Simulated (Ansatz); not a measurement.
Gas-phase electronic energies from Ansatz, PBE0-D4/def2-TZVP geometries. CBS: MP2 limit from def2 TZ/QZ plus the TZ coupled-cluster correction, frozen cores. This one scheme is used for every species. Each species was taken in one conformer, which may not be the lowest.

`C=CC=C(F)F` + H₂ → `C=C(F)F` + `C=C`  (hydrogenolysis of a C–C bond)

```tsv
species	CCSD/def2-TZVPP energy (Eh)
`C=CC=C(F)F`	-353.92790
H₂	-1.17233
`C=C(F)F`	-276.68951
`C=C`	-78.42519
```

**Question.** Work out ΔE.

**Answer.** ΔE = (-276.68951) + (-78.42519) − (-353.92790) − (-1.17233) = -0.01447 Eh = -0.39 eV. CCSD(T)/CBS gives -0.32 eV.

**Question.** What do rigid-rotor, harmonic-oscillator terms from PBE0-D4/def2-TZVP frequencies (298.15 K, 1 bar) make of the CCSD(T)/CBS value? (Estimate.)

**Answer.** Computed: ΔZPE = +0.20 eV, ΔH = -0.16 eV, ΔS = 32 J/(mol·K), ΔG = -0.26 eV.

Largest T1 diagnostic among the species: 0.012.

In def2-TZVPP, CCSD(T) changes the Hartree–Fock value by +0.25 eV (the triples alone add +0.07 eV) and MP2 by +0.32 eV. From PBE to PBE0 (25 % exact exchange), in def2-TZVPP and without D4, ΔE moves by −0.06 eV.
